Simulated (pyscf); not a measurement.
H₃C–CH₂–OH -> CH₄ + H₂C=O, an elimination (singlet surface; C–C, H–O broken, C–H formed). PySCF, gas phase, ωB97X-D3(BJ)/def2-SVP geometries. MP2 and CC: frozen core, UHF for open shells. ΔMP2 is the change of the MP2 total energy from the triple- to the quadruple-zeta basis. Energies in eV from the reactant's lowest minimum found.

Small-basis levels: PySCF, no dispersion term, spherical d functions. AM1 to PM7: differences of heats of formation from MOPAC. GFN2-xTB: tblite. 

| level | barrier | reaction energy |
|---|---|---|
| HF/STO-3G | 7.80 | +1.38 |
| HF/3-21G | 5.42 | +0.66 |
| SVWN5/6-31G* | 3.81 | +1.07 |
| PBE/6-31G* | 3.90 | +0.54 |
| B3LYP/6-31G* | 4.26 | +0.42 |
| GFN2-xTB | 4.65 | +1.20 |
| AM1 | ___ | +1.06 |
| PM6 | ___ | +1.04 |
| PM7 | 4.65 | +0.77 |
| CCSD(T)/def2-TZVPP + ΔMP2(QZVPP) | ___ | +0.69 |

**Question.** What belongs in the gaps?

**Answer.** 
- AM1, barrier: 5.36
- PM6, barrier: 4.69
- CCSD(T)/def2-TZVPP + ΔMP2(QZVPP), barrier: 4.21

Against the last row the barrier runs from -0.39 (SVWN5/6-31G*) to +3.60 eV (HF/STO-3G). CCSD(T)/def2-TZVPP + ΔMP2(QZVPP) has limits of its own. The same reactants have a lower exit, to H₂C=CH₂ + H₂O (barrier +3.02 eV at ωB97M-D3(BJ), against +4.30 eV here). This is the saddle that the search found; another between the same sides may lie lower. The CCSD(T) − MP2 part came from Ansatz, without density fitting, on the same reference.
